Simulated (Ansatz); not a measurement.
hcp Mg, treated with LDA (Ansatz, a quantum-chemistry and plane-wave program, plane waves, PAW).

Settings: plane-wave cutoff 500 eV, 12×10×1 k mesh (along the axes of the cell as run), Fermi–Dirac smearing 0.1 eV, scalar-relativistic PAW data made under PBE.

Question: Give the computed surface energy of the (11-20) face and work function of the (11-20) face.

Answer: 
- surface energy of the (11-20) face = 0.82 J/m²
- work function of the (11-20) face = 3.60 eV

The slab of 16 atoms is relaxed and unreconstructed.

Computed values are for the static lattice.
